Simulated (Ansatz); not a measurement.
System: CH4S, charge 1, doublet. CH4S+ (parent SMILES CS, doublet).
B3LYP-D3(BJ)/def2-TZVP minimum from Ansatz (a program for electronic structure):
```
C
H 1 1.0874
H 1 1.0973 2 111.66
H 1 1.0973 2 111.66 3 121.10
S 1 1.7780 2 107.97 3 -119.45
H 5 1.3584 1 98.44 2 180.00
```
Charge +1, spin multiplicity 2.

Total energies in cc-pV(T+d)Z, 13 correlated electrons, 6 frozen orbitals. Radicals and triplets start from unrestricted determinants; spin-orbit coupling is neglected. Correlated methods leave the cores frozen. No relativity.

```csv
method,program,energy (Eh),minus CCSDT(Q) (mEh)
HF,Ansatz,-437.45467,375.74
MP2,Ansatz,-437.77721,53.21
CCSD,Ansatz,-437.81497,15.45
CCSD(T),Ansatz,-437.82871,1.70
CCSDT(Q),Ansatz,-437.83042,0.00
```

Rough core times of Ansatz's runs on a shared machine: CCSD(T) 20 s, CCSDT(Q) 70 min.
